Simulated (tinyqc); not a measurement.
The basis set: RHF and MP2 along a ladder of basis sets, for H2O, spin multiplicity 1. Computed by the program tinyqc with PySCF. Command: `OMP_NUM_THREADS=1 python tinyqc.py 114693 114694 out.jsonl`; one thread of a shared host (Intel(R) Xeon(R) Processor @ 2.60GHz), about 2 s.

Geometry (angstrom):
```
atom,x,y,z
O,0.0000,0.0000,0.0000
H,0.0000,0.7130,0.5400
H,0.0000,-0.7130,0.5400
```

Same geometry throughout; the dipole is taken about the origin.

RHF and frozen-core MP2 in a ladder of bases:
```
basis,functions,E(RHF) (hartree),E(MP2 corr) (hartree),HOMO (eV),LUMO (eV),dipole (debye)
sto-3g,7,-74.941902,-0.030418,-10.7760,18.1976,1.7957
3-21g,13,-75.573641,-0.116285,-13.1309,7.6932,2.3979
6-31g,13,-75.976246,-0.121956,-13.7404,5.9281,2.5800
6-31g**,24,-76.017192,-0.189789,-13.6421,6.2295,2.1040
cc-pvdz,24,-76.020429,-0.197136,-13.5512,5.3258,1.9744
aug-cc-pvdz,41,-76.035762,-0.213876,-14.0108,0.9928,1.9274
cc-pvtz,58,-76.052454,-0.256968,-13.8727,4.0365,1.9536
```

From cc-pVDZ to cc-pVTZ the RHF energy falls by 32.0 mhartree and the correlation energy by 59.8. If valence correlation converges as X^-3, (27 E(T) - 8 E(D))/19 gives -0.2822 hartree, a rough estimate from such small X that usually falls short; STO-3G holds about 11 % of it. Beyond STO-3G the LUMO moves by 6.7 eV and the HOMO by 0.9 eV; diffuse functions lower the positive LUMO sharply, since an unbound virtual level tracks the most diffuse function.
